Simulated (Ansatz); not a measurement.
Results of PBEsol (Ansatz, a program for electronic structure, PAW) for BaCuTeF (P4/nmm, No. 129; cell taken from a computed entry).

Run with plane-wave cutoff 520 eV, 8×8×4 k mesh (along the axes of the cell as run), Fermi–Dirac smearing 0.01 eV, no spin polarisation, scalar-relativistic PAW data made under PBE.

Cell (relaxed with PBEsol):

```
CELL_PARAMETERS angstrom
      4.35964     0.00000     0.00000
      0.00000     4.35964     0.00000
      0.00000     0.00000     9.27290
ATOMIC_POSITIONS crystal
  Ba 0.00000 0.50000 0.65855
  Ba 0.50000 0.00000 0.34145
  Cu 0.00000 0.00000 0.00000
  Cu 0.50000 0.50000 0.00000
  Te 0.50000 0.00000 0.83913
  Te 0.00000 0.50000 0.16087
  F  0.50000 0.50000 0.50000
  F  0.00000 0.00000 0.50000
```

Predict the band gap.


band gap: 0.85 eV

Note: this cell isn't known to be the ambient phase, and symmetry holds it in the calculation.

Spin–orbit coupling is not included.

Static lattice: no zero-point or thermal effects.

Cost on a shared machine: very roughly 2.6 core-minutes.
